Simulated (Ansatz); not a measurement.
Basis-set extrapolation for C$_{4}$H$_{9}$N, SMILES `C=CN(C)C` (PBE0-D4/def2-TZVP geometry, frozen core, Ansatz 0.2.0). Multiplicity 1, RHF reference.

```tsv
	def2-TZVPP	def2-QZVPP
HF	-211.204524	-211.214686
MP2 correlation	-0.893140	-0.950542
CCSD(T) correlation	-0.978115	not run
```

Energies in hartree. Use E(X) = E(∞) + A·exp(−7.88·√X) for Hartree–Fock and E(X) = E(∞) + B·X^(−2.97) for correlation, with X = 3 and 4, and add CCSD(T) minus MP2 of the smaller set to the MP2 limit.

Question: What is the CCSD(T) energy at the basis-set limit?

Answer: HF limit: -211.214686 + (-0.010162) × 0.13774 = -211.21609. MP2 limit: -0.950542 + (-0.057402) × 0.74074 = -0.99306. Higher-order term: -0.978115 − (-0.893140) = -0.08497. Total: -212.29412 hartree, 3.03 eV below CCSD(T)/def2-TZVPP.
